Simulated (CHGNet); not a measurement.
# fcc Ag

All values below come from the machine-learned potential CHGNet-r²SCAN (trained on r²SCAN data).

Cell (relaxed at this level):

```
CELL_PARAMETERS angstrom
      0.00000     2.05507     2.05507
      2.05507     0.00000     2.05507
      2.05507     2.05507     0.00000
ATOMIC_POSITIONS crystal
  Ag 0.00000 0.00000 0.00000
```

vacancy formation energy: 0.35 eV

Measured, for comparison: vacancy formation energy 1.21 ± 0.1 eV (midpoint of the printed range, monovacancy, our sources range from 1.06 to 1.21; as tabulated in Mehl and Papaconstantopoulos (1996), arXiv:mtrl-th/9602003). Computed (rounded) less measured: vacancy formation energy not scored (sources differ).

A machine-learned potential is trained on density-functional data: it inherits that level's misses and adds fitting errors of its own.
